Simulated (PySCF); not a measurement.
# Relaxation of quartet Li₃

Method: PySCF, UPBE0, basis Li def2-TZVP (no relativity, density fitting). A (50,194) grid was used.

A hand-made linear chain start, of D∞h symmetry, held to at least that symmetry:

```xyz
3
charge 0 multiplicity 4, angstrom
Li    0.0000    0.0000    0.0000
Li    0.0000    0.0000    2.7292
Li    0.0000    0.0000   -2.7292
```

(1) What does it relax to?

(2) How much energy is released, and in how many steps?

## Answers

(1) It ends at D∞h with no bonded pair. The molecule has come apart into Li + Li + Li. A frequency run shows a minimum.

(2) 26.5 kJ/mol in 20 steps.

At this level a doublet minimum of C2v symmetry lies 123 kJ/mol below this structure.

The relaxation took 8.9 s on 2 threads of a shared Arm Neoverse V1 host, with 42 basis functions and 21 gradients; the process peaked at 0.54 GiB. Launch command: `OMP_NUM_THREADS=2 python axn.py task.json out`.
